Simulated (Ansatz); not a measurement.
Relaxation of H₃OSi₂ (6 atoms, charge 0, multiplicity 2), to a largest force component of 0.02 eV/Å in at most 50 steps.

Theory: UKS PBE0/def2-mTZVP (Ansatz).

```xyz
6
Properties=species:S:1:pos:R:3
O 0.930 -2.156 1.481
Si 0.785 -1.447 0.151
Si -0.267 0.564 -0.241
H -1.304 0.217 -1.226
H 0.770 1.372 -0.902
H -0.914 1.450 0.736
```

Task: Where does it end, and by what steps?

Result: The forces met the threshold. After 5 steps the energy has fallen by 0.167 eV; H6 moved furthest, 0.32 Å.

| step | energy less start (eV) | largest force component (eV/Å) | accepted |
| --- | --- | --- | --- |
| 0 | 0.0000 | 1.004 | yes |
| 1 | -0.1336 | 0.353 | yes |
| 2 | -0.1577 | 0.624 | yes |
| 3 | -0.1665 | 0.207 | yes |
| 4 | -0.1674 | 0.022 | yes |
| 5 | -0.1674 | 0.008 | yes |

```xyz
6
Properties=species:S:1:pos:R:3
O 0.819 -1.987 1.596
Si 0.844 -1.543 0.128
Si -0.263 0.582 -0.337
H -1.350 0.291 -1.310
H 0.750 1.462 -0.979
H -0.801 1.196 0.902
```

Whether the end is a true minimum wasn't checked by a vibrational analysis.

Run time: 11 s on 2 threads of Intel(R) Xeon(R) 6975P-C (Granite Rapids) (shared host), peak memory 0.19 GiB.
